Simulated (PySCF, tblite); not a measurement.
# C₅H₈N radical: geometry, infrared bands and EPR parameters

Wanted: the infrared bands and EPR parameters of C₅H₈N radical (`CC1=N[CH]CC1`), by calculation.

Programs: tblite 0.8.0 and PySCF 2.14.0, with density-fitted response routines of our own. Each step states its level of theory. These are calculated values for one molecule in the gas phase, unless marked as measured. Atoms count from 0, in the outputs and in this text.

## Step 1: The starting structure

14 atoms, charge 0, multiplicity 2; geometry from: force field or distance geometry start.

Bonds of the start (Å): C0–C1 1.51, C1–N2 1.29, N2–C3 1.38, C3–C4 1.48, C4–C5 1.51, C5–C1 1.50, C0–H6 1.09, C0–H7 1.08, C0–H8 1.09, C3–H9 1.09, C4–H10 1.10, C4–H11 1.09, C5–H12 1.11, C5–H13 1.10.

## Step 2: Relaxing the molecule with GFN2-xTB

What the job is given:

```
{"job": {"kind": "relax", "xc": "GFN2-xTB", "basis": "xTB"}, "charge": 0, "multiplicity": 2}
C      2.043500    -0.458300    -0.154700
C      0.540400    -0.353900    -0.148300
N     -0.218500    -1.321600    -0.537600
C     -1.507000    -0.857900    -0.386200
C     -1.600400     0.508100     0.187100
C     -0.144600     0.881800     0.352000
H      2.416500    -0.330600     0.859700
H      2.357700    -1.421800    -0.539000
H      2.447500     0.333700    -0.785800
H     -2.353600    -1.490300    -0.640300
H     -2.110700     1.184000    -0.515600
H     -2.138100     0.513200     1.135400
H      0.115200     1.071000     1.410400
H      0.151300     1.742100    -0.259200
```

Run with:

```
> OMP_NUM_THREADS=1 python probes_run.py task.json out
```

One launch serves the whole session: the jobs run in the order shown.

Output:

```text
step      E/eV     max force
  0    -480.05695    2.883
  1    -480.19350    0.457
  2    -480.20154    0.309
  3    -480.20696    0.144
  4    -480.21046    0.165
  5    -480.21273    0.126
  6    -480.21430    0.093
  7    -480.21531    0.078
  8    -480.21605    0.081
  9    -480.21664    0.065
 10    -480.21727    0.069
 11    -480.21806    0.089
 12    -480.21895    0.099
 13    -480.21970    0.067
 14    -480.22019    0.053
 15    -480.22053    0.045
 16    -480.22080    0.055
 17    -480.22099    0.036
 18    -480.22111    0.022
 19    -480.22116    0.015
 20    -480.22118    0.010
 21    -480.22119    0.006
```

It took 0.09 s on 1 thread of Arm Neoverse V1, shared host.

Relaxation path:

| step | energy from step 0 (eV) | largest force (eV/Å) |
| --- | --- | --- |
| 0 | 0.0000 | 2.8828 |
| 1 | -0.1365 | 0.4571 |
| 2 | -0.1446 | 0.3087 |
| 3 | -0.1500 | 0.1437 |
| 4 | -0.1535 | 0.1651 |
| 5 | -0.1558 | 0.1263 |
| 6 | -0.1574 | 0.0928 |
| 7 | -0.1584 | 0.0779 |
| 8 | -0.1591 | 0.0812 |
| 9 | -0.1597 | 0.0646 |
| 10 | -0.1603 | 0.0690 |
| 11 | -0.1611 | 0.0895 |
| 12 | -0.1620 | 0.0989 |
| 13 | -0.1628 | 0.0673 |
| 14 | -0.1632 | 0.0525 |
| 15 | -0.1636 | 0.0452 |
| 16 | -0.1639 | 0.0549 |
| 17 | -0.1640 | 0.0358 |
| 18 | -0.1642 | 0.0224 |
| 19 | -0.1642 | 0.0152 |
| 20 | -0.1642 | 0.0102 |
| 21 | -0.1642 | 0.0058 |

Distances of close pairs at the start and the end, largest changes first:

```
  bond  before (Å)  after (Å)  change (Å)
 N2–C3       1.378      1.314      -0.064
 C1–N2       1.290      1.319      +0.029
 C0–C1       1.507      1.478      -0.029
 C4–C5       1.512      1.535      +0.023
 C3–C4       1.484      1.503      +0.019
 C3–H9       1.087      1.073      -0.014
C5–H12       1.106      1.093      -0.013
 C1–C5       1.499      1.512      +0.013
```

The end geometry stands in the next job.

## Step 3: Vibrational analysis with GFN2-xTB

What the job is given:

```
{"job": {"kind": "ir", "xc": "GFN2-xTB", "basis": "xTB"}, "charge": 0, "multiplicity": 2}
C      2.048036    -0.471700    -0.160451
C      0.577185    -0.331648    -0.127672
N     -0.248963    -1.279617    -0.525825
C     -1.491968    -0.879707    -0.382907
C     -1.617047     0.508605     0.179621
C     -0.145071     0.902235     0.363078
H      2.468551    -0.357265     0.840611
H      2.315506    -1.449041    -0.551327
H      2.494457     0.301267    -0.789093
H     -2.318141    -1.509076    -0.653681
H     -2.149204     1.167167    -0.511692
H     -2.175427     0.504632     1.119262
H      0.108335     1.114658     1.404591
H      0.133074     1.779018    -0.226681
```

Output:

```text
mode    cm-1     km/mol
  1      87.1      0.30
  2     130.5      0.95
  3     266.5      2.47
  4     312.3      3.17
  5     489.7      0.04
  6     619.1      0.46
  7     626.2      8.19
  8     789.7      6.82
  9     797.1      5.50
 10     883.4      4.11
 11     919.3      0.76
 12     972.2     17.42
 13     986.0      2.77
 14    1005.2      5.54
 15    1057.9      3.05
 16    1071.4      3.91
 17    1161.2      0.11
 18    1162.1      8.50
 19    1208.1      6.56
 20    1253.5     23.99
 21    1276.4     48.36
 22    1375.6     50.95
 23    1388.9      8.65
 24    1443.0      0.11
 25    1454.2     50.94
 26    1457.7      7.86
 27    1462.8      4.87
 28    1502.5     28.65
 29    2924.0      1.97
 30    2940.6     49.83
 31    2956.4     41.57
 32    2959.7     27.98
 33    2967.9     24.69
 34    2982.9     41.57
 35    3060.9     12.36
 36    3145.4     21.29
```

Wall time 0.28 s (1 thread of Arm Neoverse V1, shared host).

Which atoms move in the most intense modes:

| cm⁻¹ | km/mol | atoms |
| --- | --- | --- |
| 1276 | 48.4 | C1 42 %, C5 16 %, N2 13 % |
| 1376 | 51.0 | N2 28 %, C3 27 %, C1 22 % |
| 1454 | 50.9 | H6 25 %, H8 25 %, C3 12 % |
| 1502 | 28.6 | C1 39 %, N2 14 %, C3 11 %, H6 11 % |
| 2941 | 49.8 | H12 32 %, H13 30 %, H10 15 %, H11 14 % |
| 2956 | 41.6 | H11 32 %, H10 31 %, H13 17 %, H12 16 % |
| 2960 | 28.0 | H6 46 %, H8 45 % |
| 2983 | 41.6 | H8 47 %, H6 46 % |

## Step 4: g tensor and hyperfine couplings: B3LYP/pcH-1

The job, as its differences from that of step 3:

```diff
@@ -1,2 +1,2 @@
-{"job": {"kind": "ir", "xc": "GFN2-xTB", "basis": "xTB"}, "charge": 0, "multiplicity": 2}
+{"job": {"kind": "epr", "basis": "pcH-1"}, "charge": 0, "multiplicity": 2}
 C      2.048036    -0.471700    -0.160451
```

Method: UKS B3LYP, pcH-1 on C H N, non-relativistic, mean-field spin-orbit, GIAO.

Output:

```text
UKS, coarse grid
  cycle   1  E = -250.01845525  |g| = 3.06e-01
  cycle   2  E = -250.00149307  |g| = 3.78e-01
  cycle   3  E = -250.06775580  |g| = 6.18e-02
  cycle   4  E = -250.06893980  |g| = 3.51e-02
  cycle   5  E = -250.06954299  |g| = 6.72e-03
  cycle   6  E = -250.06959053  |g| = 3.65e-03
  cycle   7  E = -250.06960221  |g| = 2.34e-03
  cycle   8  E = -250.06960581  |g| = 8.20e-04
UKS, final grid
  cycle   1  E = -250.06956349  |g| = 1.40e-03
  cycle   2  E = -250.06956124  |g| = 2.52e-03
  cycle   3  E = -250.06956449  |g| = 1.28e-04
  cycle   4  E = -250.06956449  |g| = 1.99e-05
E = -250.06956449 Eh   <S^2> = 0.7710 (exact 0.7500)
g shifts (ppm)      1          2          3
  rmc          -136       -136       -136
  gc             -3         24         27
  oz_so         -26        253        393
  total        -165        140        283
hyperfine (MHz)  atom isotope    a_iso     a_fc   dipolar eigenvalues
    0   13C     -22.32     -22.32     -1.22      0.10      1.12
    1   13C      61.67      61.67    -52.40    -50.26    102.66
    2   14N     -11.42     -11.42    -12.92      6.07      6.85
    3   13C      61.34      61.34    -54.56    -51.85    106.41
    4   13C     -18.28     -18.28     -0.90      0.28      0.62
    5   13C     -17.56     -17.56     -0.52     -0.10      0.62
    6    1H      67.58      67.58     -3.20     -2.67      5.87
    7    1H       2.18       2.18     -3.31     -2.47      5.78
    8    1H      67.85      67.85     -3.21     -2.68      5.88
    9    1H     -45.62     -45.62    -26.17     -0.19     26.36
   10    1H      65.82      65.82     -3.74     -2.22      5.96
   11    1H      65.82      65.82     -3.74     -2.23      5.97
   12    1H      58.74      58.74     -3.54     -1.93      5.47
   13    1H      58.78      58.78     -3.54     -1.93      5.47
```

It took 39 s on 1 thread of Arm Neoverse V1, shared host; peak memory 0.83 GiB.

Principal g values 2.00215, 2.00246, 2.00260; g(iso) = 2.00241, against 2.00232 for a free electron.

Hyperfine couplings; where a row names several nuclei, a(iso) is their mean (it holds for fast rotation or exchange) and the dipolar term the largest among them:

```
    nuclei  isotope  a(iso) (MHz)  a(iso) (G, at g = 2.0023)  largest dipolar term (MHz)
  H10, H11       1H          65.8                       23.5                         6.0
        C1      13C          61.7                       22.0                       102.7
        C3      13C          61.3                       21.9                       106.4
  H12, H13       1H          58.8                       21.0                         5.5
H6, H7, H8       1H          45.9                       16.4                         5.9
        H9       1H         -45.6                      -16.3                        26.4
        C0      13C         -22.3                       -8.0                        -1.2
        C4      13C         -18.3                       -6.5                        -0.9
        C5      13C         -17.6                       -6.3                         0.6
        N2      14N         -11.4                       -4.1                       -12.9
```

Mulliken spin populations:

C0 -0.05; C1 0.58; N2 -0.20; C3 0.64; C4 -0.05; C5 -0.04; H6 0.03; H7 0.00; H8 0.03; H9 -0.03; H10 0.02; H11 0.02; H12 0.03; H13 0.02

In first order the couplings over 0.8 MHz of 1H, 14N give 216 distinct lines over 162.4 G, if the averaged nuclei exchange fast.

Orbitals, density, ELF and potential are computed afterwards from the orbital file.

ELF in a plane through or near 8 of the atoms.

Ten even steps from ' ' (0.00) to '@' (1.00):
```
                                                        
                                                        
                                                        
                                                        
                                                        
                        ..::--::..                      
                      ..--****++==::......              
            ..::..    ..----::::****====--::            
          ..==++==--..--**++..--@@##::++**==..          
          ::****--==##++**@@%%**##::%%::++==..          
          ::++::##::@@::%%==--  --%%%%**::..            
        ::##@@@@##****====%%**======##**..              
      ..++@@@@@@@@++..==##--::%%++@@--##++::            
      ..**@@@@@@@@--  ++%%----####--@@@@@@@@--          
        ..##@@@@::  ..%%@@@@@@==..++@@@@@@@@%%          
            ::..    ..##%%%%%%::  ::@@@@@@@@++          
                      --++++==      ==####++            
                                                        
                                                        
                                                        
```
The map spans 10.2 Å across and 9.1 Å up, centred on the molecule. Atoms in the plane (x, y in Å): C0 (-2.1, -0.2), C1 (-0.6, -0.3), N2 (0.1, -1.4), C3 (1.3, -1.2), C4 (1.7, 0.3), C5 (0.3, 0.9), H7 (-2.5, -1.2), H9 (2.1, -2.0).

log10 of the density (e/Å³) in the same plane.

Ten even steps from ' ' (-4.0) to '@' (2.4):
```
                                                        
                                                        
                        ..........                      
                    ....::::::::::......                
                ....::::----------::::::....            
          ......::::::--==========----::::::....        
      ..::::----------==++++**++++========--::::..      
    ..::::--============++**##****++++++++==--::::      
    ..::--==++++++++++++++**##**********++++==::::..    
  ....::--==++**********************@@**++++==--::..    
  ....----++****@@##**##%%****++++******++==--::..      
  ....----++**************************++====--::..      
  ....::--++******++++++**####****@@****++==--::..      
    ..::--==++++++====++**##%%**********++==--::..      
      ..::------------==++****++++++****++==--::..      
        ..::::::::::--====================--::..        
            ........::--------------------::::          
                    ......::::::..::::::....            
                                                        
                                                        
```
The map spans 10.2 Å across and 9.1 Å up, centred on the molecule. Atoms in the plane (x, y in Å): C0 (-2.1, -0.2), C1 (-0.6, -0.3), N2 (0.1, -1.4), C3 (1.3, -1.2), C4 (1.7, 0.3), C5 (0.3, 0.9), H7 (-2.5, -1.2), H9 (2.1, -2.0).

On the surface of density 0.002 e/bohr³ the electrostatic potential runs, from the 1st to the 99th percentile, from -1.88 V near N2 to 0.77 V near H13.

The spin density lies nearest to C1, C3 about 34 % each; N2 10 % (beta excess).

## Step 5: Results

| quantity | value |
| --- | --- |
| strongest single infrared mode (GFN2-xTB) | 1376 cm⁻¹, 51 km/mol |
| zero-point energy (GFN2-xTB) | 73.0 kcal/mol |
| g(iso) (B3LYP) | 2.00241 |
| ⟨S²⟩ | 0.771 (exact 0.75) |
| largest a(iso) (averaged by class) | 1H on H10, H11, 65.8 MHz |
| surface potential, 1st and 99th percentile | -1.88 V and 0.77 V |

**Reading.** Over 21 steps the energy fell by 0.164 eV; of the close pairs, N2–C3 changed most, 1.378 to 1.314 Å. No mode is imaginary among the 36: a minimum at this level. The strongest single mode, at 1376 cm⁻¹, is spread over several atoms, N2, C3, C1 among them. GFN2-xTB is a fitted tight-binding method: band positions and strengths are rough. Its intensities can rank the bands wrongly. The largest spin populations lie on C3 (0.64 e), C1 (0.58 e). The isotropic g lies 0.1 ppt above the free-electron value.
